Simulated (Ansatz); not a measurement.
# Property card for CsCdCl$_{3}$

Theory: DFT LDA, scalar-relativistic, plane waves, PAW (Ansatz 0.2.0).

Cutoff 420 eV; k points 6×6×6 on the computed 5-atom cell (Γ-centred); Gaussian smearing, width 0.02 eV; no spin polarisation.

The structure is relaxed at this level of theory with its symmetry kept. Whether it is the stable form of this composition wasn't checked.

The structure is cubic, space group Pm-3m (No. 221). Conventional cell: a = 5.112 Å, b = 5.112 Å, c = 5.112 Å, α = 90.00°, β = 90.00°, γ = 90.00°. Around Cs (site symmetry m-3m) lie 12 Cl at 3.61 Å. Cd (site symmetry m-3m) is surrounded by 6 Cl at 2.56 Å. Cl (site symmetry 4/mmm) is surrounded by 2 Cd at 2.56 Å.

| Item | Value |
| --- | --- |
| Volume per atom | 26.72 Å³ |
| Formation energy from the elements' standard states (uncorrected) | -1.685 eV/atom |
| Kohn–Sham band gap | 1.59 eV, indirect from R to Γ |
| Löwdin character of the top 1 eV of the valence band | Cl 3p 95 % |
| Löwdin character of the lowest 1 eV of the conduction band | Cd 5s 69 %, Cl 3p 12 %, Cl 3s 11 %, unprojected 6 % |
| Electron masses at the edge by Cartesian direction of the standard setting (m_e; degenerate bands sorted by energy; no spin-orbit coupling) | x: 0.24; y: 0.24; z: 0.24 |
| Hole masses at the edge by Cartesian direction of the standard setting (m_e; degenerate bands sorted by energy; no spin-orbit coupling) | x: over 30, 0.26; y: over 30, 0.26; z: over 30, 0.26 |
| Bulk modulus | 43 GPa |
| Its pressure derivative | 4.9 |
| Electronic dielectric constant xx, yy, zz of the standard setting (independent particles) | 4.0, 4.0, 4.0 |
| Bader charges (e) | Cs (1 in the cell) 0.84, Cd (1 in the cell) 1.08, Cl (3 in the cell) -0.64 |

Spin-orbit coupling is left out, which matters for the bands of heavy elements.

Symmetry holds off the tilts and polar distortions that many cubic perovskites undergo.